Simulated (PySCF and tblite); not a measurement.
C4H7N, numbered as in [CH3:1][CH2:2][CH2:3][C:4]#[N:5].

The ensemble was built from 60 distance-geometry starts (ETKDG and KDG, MMFF94s, GFN2-xTB) and rests on GFN2-xTB geometries. Free energies are PBE0-D3(BJ)/def2-SVP (IEF-PCM, chloroform) single points with GFN2-xTB rigid-rotor and vibrational terms (modes under about 100 cm⁻¹ blended into free rotors). Symmetry numbers and mirror images are counted. Conformers within 3 kcal/mol (GFN2-xTB free energy) were kept, 10 at most. GIAO shieldings: WP04/pcSseg-1 (IEF-PCM, chloroform). Shifts are against TMS (¹H), TMS (¹³C) at the same level. Run with PySCF (density fitting) and tblite.

Torsions listed: C1–C2–C3–C4. Of a mirror pair one member is shown.

| conformer | shape | weight % | dipole D |
| --- | --- | --- | --- |
| 1 | -65° | 67.5 | 4.58 |
| 2 | 180° | 32.5 | 4.71 |

Question: How do the computed shifts compare with measured ones?

Answer: 
```csv
nucleus,signal,leading conformer,average,measured,medium
¹H,H1,1.21,1.17,1.08,not stated per compound (mostly CDCl3 or CCl4)
¹H,H2,1.71,1.73,1.7,not stated per compound (mostly CDCl3 or CCl4)
¹H,H3,2.49,2.44,2.34,not stated per compound (mostly CDCl3 or CCl4)
¹³C,C1,17.4,17.7,13.3,not stated per compound (mostly CDCl3 or CCl4)
¹³C,C2,27.2,27.6,19,not stated per compound (mostly CDCl3 or CCl4)
¹³C,C3,21.8,21.6,19.3,not stated per compound (mostly CDCl3 or CCl4)
```

Measured values: Pretsch, Buehlmann, Badertscher, Structure Determination of Organic Compounds, 4th ed. (2009). Mean difference for ¹H: 0.07 ppm, scatter 0.03 ppm. Mean difference for ¹³C: 5.10 ppm, scatter 2.62 ppm. The computed shifts are unscaled and lack vibrational corrections.
